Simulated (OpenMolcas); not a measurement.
# [CH3]− (SMILES [CH3-]) at 6 levels

Wanted: a comparison of 6 runs (HF/cc-pVTZ, BHLYP/cc-pVTZ, BLYP/cc-pVTZ, PBE0/cc-pVTZ, SVWN5/cc-pVTZ, r2SCAN/cc-pVTZ) of [CH3]−. 

The calculation is run with OpenMolcas 26.06.

## 1. The molecule

[CH3]− has 4 atoms, charge -1, and is taken as a singlet. As SMILES, `[CH3-]`. Geometry: relaxed at PBE0-D4/def2-TZVPD.

Bond lengths: C1–H2 1.111 Å, C1–H3 1.111 Å, C1–H4 1.111 Å. Angles: H2–C1–H3 104.7°, H2–C1–H4 104.7°, H3–C1–H4 104.7°.

## 2. Energy and forces at HF/cc-pVTZ (run 1)

run.inp

```
* CH3 Hartree-Fock

&GATEWAY
  BasLib
  $CurrDir
  Coord
  4
  angstrom
  C       -0.146350      -0.155270       0.261210
  H        0.134550       0.900100       0.465250
  H       -0.783290      -0.107350      -0.647820
  H        0.795090      -0.637480      -0.078660
  Basis
  cc-pVTZ
  Group
  NoSym

&SEWARD

&SCF
  Charge
  -1
  Thresholds
  1e-10 1e-07 1e-07 1e-05
  PrOrbitals
  1 2

&ALASKA
```

The basis set cc-pVTZ is read from a file made from the Basis Set Exchange's data (not shown).

On the command line:

```sh
$ export MOLCAS_MEM=1860
$ pymolcas run.inp > run.log
```

The log of the run:

```text
--- Start Module: gateway ---
[...]
--- Stop Module: gateway /rc=_RC_ALL_IS_WELL_ ---
[...]
      Basis functions           72
[...]
--- Start Module: scf ---
[...]
       Convergence after  15 Iterations
[...]
::    Total SCF energy                                -39.5081555957
[...]
      Total spin, S                                     0.0000000000
[...]
      Total electronic charge=   10.000000
      Total            charge=   -1.000000
[...]
      Dipole Moment (debye):
      Origin of the operator (angstrom)=   -0.1071   -0.1136    0.1911
                   X=  6.2960E-01               Y=  6.6802E-01               Z= -1.1238E+00           Total=  1.4511E+00
      Center of Charge (angstrom)
[...]
--- Stop Module: scf /rc=_RC_ALL_IS_WELL_ ---
[...]
--- Start Module: alaska ---
[...]
 *              Molecular gradients               *
 **************************************************
  Irreducible representation: a
 ------------------------------------------------------------------------------------------
                              X                       Y                       Z
 ------------------------------------------------------------------------------------------
  C1                2.64828748838375E-04    2.86992209579284E-04   -4.82868073552467E-04
  H2                7.42187462946520E-05    1.51968632030441E-03    1.21205601224084E-03
  H3               -1.67045189424142E-03   -3.99320618157201E-04   -9.04207807312707E-04
  H4                1.33140439910773E-03   -1.40735791173885E-03    1.75019868626725E-04
 ------------------------------------------------------------------------------------------
--- Stop Module: alaska /rc=_RC_ALL_IS_WELL_ ---
[...]
```

It took 4.2 s on 1 thread of Arm Neoverse V2, shared host; peak memory 0.42 GiB.

## 3. Energy and forces at BHLYP/cc-pVTZ (run 2)

job.input

```
* CH3 Kohn-Sham DFT
&GATEWAY
BasLib=$CurrDir
BasisSet
C.cc-pVTZ....
C1 -0.146350 -0.155270 0.261210 angstrom
End of Basis
BasisSet
H.cc-pVTZ....
H2 0.134550 0.900100 0.465250 angstrom
H3 -0.783290 -0.107350 -0.647820 angstrom
H4 0.795090 -0.637480 -0.078660 angstrom
End of Basis
&SEWARD
GridInput
Grid=UltraFine
End of Grid
&SCF
Charge=-1
KSDFT=HYB_GGA_XC_BHANDHLYP
Thresholds=1e-10 1e-07 1e-07 1e-05
PrOrbitals=1 2
&ALASKA
```

The basis set cc-pVTZ is read from a file made from the Basis Set Exchange's data (not shown).

On the command line:

```sh
$ export MOLCAS_MEM=1860
$ pymolcas job.input > job.log
```

The log of the run:

```text
--- Start Module: gateway ---
[...]
--- Stop Module: gateway /rc=_RC_ALL_IS_WELL_ ---
[...]
      Basis functions           72
[...]
--- Start Module: scf ---
[...]
       Convergence after  15 Iterations
[...]
::    Total KS-DFT energy                             -39.8004430482
[...]
      Total spin, S                                     0.0000000000
[...]
      Total electronic charge=   10.000000
      Total            charge=   -1.000000
[...]
      Dipole Moment (debye):
      Origin of the operator (angstrom)=   -0.1071   -0.1136    0.1911
                   X=  6.0050E-01               Y=  6.3715E-01               Z= -1.0719E+00           Total=  1.3840E+00
      Center of Charge (angstrom)
[...]
--- Stop Module: scf /rc=_RC_ALL_IS_WELL_ ---
[...]
--- Start Module: alaska ---
[...]
 *              Molecular gradients               *
 **************************************************
  Irreducible representation: a
 ------------------------------------------------------------------------------------------
                              X                       Y                       Z
 ------------------------------------------------------------------------------------------
  C1               -7.40328575493665E-05   -7.24008643939733E-05    1.22192637844742E-04
  H2                3.21391492539735E-04    2.96432246520939E-03    1.87297444907802E-03
  H3               -2.85716593614971E-03   -5.27965004788258E-04   -1.98150979463874E-03
  H4                2.60980730116978E-03   -2.36395659602029E-03   -1.36572922857514E-05
 ------------------------------------------------------------------------------------------
--- Stop Module: alaska /rc=_RC_ALL_IS_WELL_ ---
[...]
```

It took 15 s on 1 thread of Arm Neoverse V2, shared host; peak memory 0.42 GiB.

Runs 3 to 5 aren't shown in full; the table further down has their settings and results.

## 4. Energy and forces at r2SCAN/cc-pVTZ (run 6)

test.input

```
&GATEWAY
 BasLib=$CurrDir
 Coord
 4
 angstrom
 C       -0.146350      -0.155270       0.261210
 H        0.134550       0.900100       0.465250
 H       -0.783290      -0.107350      -0.647820
 H        0.795090      -0.637480      -0.078660
 Basis=cc-pVTZ
 Group=NoSym

&SEWARD
 GridInput
 Grid=UltraFine
 End of Grid

&SCF
 Charge=-1
 KSDFT=2
 1.0 MGGA_X_R2SCAN
 1.0 MGGA_C_R2SCAN
 Thresholds=1e-10 1e-07 1e-07 1e-05
 PrOrbitals=1 2

&ALASKA
```

The basis set cc-pVTZ is read from a file made from the Basis Set Exchange's data (not shown).

On the command line:

```sh
$ export MOLCAS_MEM=1860
$ pymolcas test.input > test.log
```

The log of the run:

```text
--- Start Module: gateway ---
[...]
--- Stop Module: gateway /rc=_RC_ALL_IS_WELL_ ---
[...]
      Basis functions           72
[...]
--- Start Module: scf ---
[...]
       Convergence after  14 Iterations
[...]
::    Total KS-DFT energy                             -39.8037853676
[...]
      Total spin, S                                     0.0000000000
[...]
      Total electronic charge=   10.000000
      Total            charge=   -1.000000
[...]
      Dipole Moment (debye):
      Origin of the operator (angstrom)=   -0.1071   -0.1136    0.1911
                   X=  5.7691E-01               Y=  6.1212E-01               Z= -1.0298E+00           Total=  1.3297E+00
      Center of Charge (angstrom)
[...]
--- Stop Module: scf /rc=_RC_ALL_IS_WELL_ ---
[...]
--- Start Module: alaska ---
[...]
 *              Molecular gradients               *
 **************************************************
  Irreducible representation: a
 ------------------------------------------------------------------------------------------
                              X                       Y                       Z
 ------------------------------------------------------------------------------------------
  C1                3.29590285154346E-03    3.50173391800901E-03   -5.89326987120531E-03
  H2               -1.16623795890242E-03   -1.82376844948862E-03    1.53501393527583E-03
  H3               -4.51027943337401E-04   -1.04375698162064E-03    2.40098663705313E-03
  H4               -1.67863694929671E-03   -6.34208486900323E-04    1.95726929888151E-03
 ------------------------------------------------------------------------------------------
--- Stop Module: alaska /rc=_RC_ALL_IS_WELL_ ---
[...]
```

It took 20 s on 1 thread of Arm Neoverse V2, shared host; peak memory 0.42 GiB.

## 5. The series

```tsv
run	level	integration grid	energy (Eh)	HOMO energy (eV)	LUMO energy (eV)	HOMO–LUMO gap (eV)	wall time
1	HF/cc-pVTZ	–	-39.508156	-0.41	9.77	10.18	4.2 s
2	BHLYP/cc-pVTZ	UltraFine	-39.800443	1.40	7.97	6.57	15 s
3	BLYP/cc-pVTZ	UltraFine	-39.807336	3.89	6.65	2.76	15 s
4	PBE0/cc-pVTZ	UltraFine	-39.777032	2.50	7.41	4.91	14 s
5	SVWN5/cc-pVTZ	UltraFine	-39.435889	3.62	6.55	2.93	11 s
6	r2SCAN/cc-pVTZ	UltraFine	-39.803785	3.48	7.42	3.95	20 s
```

## 6. Summary of results

| quantity | value |
| --- | --- |
| run 6: total energy | -39.80379 Eh |
| run 6: HOMO energy | 3.48 eV |
| run 6: LUMO energy | 7.42 eV |
| run 6: HOMO–LUMO gap (to an unbound level, set by the basis) | 3.95 eV |
| run 6: largest force on an atom | 0.391 eV/Å |

In words: The HOMO–LUMO gap runs from 2.76 eV (BLYP/cc-pVTZ) to 10.18 eV (HF/cc-pVTZ). Exact exchange widens orbital gaps. The empty levels of an anion lie above zero and hang on the basis. Totals of different functionals can't be ranked against each other. In runs 2, 3, 4, 5, 6 the HOMO lies above zero, so the outermost electron may be held by the basis alone. All runs together took 79 s, the longest 20 s.
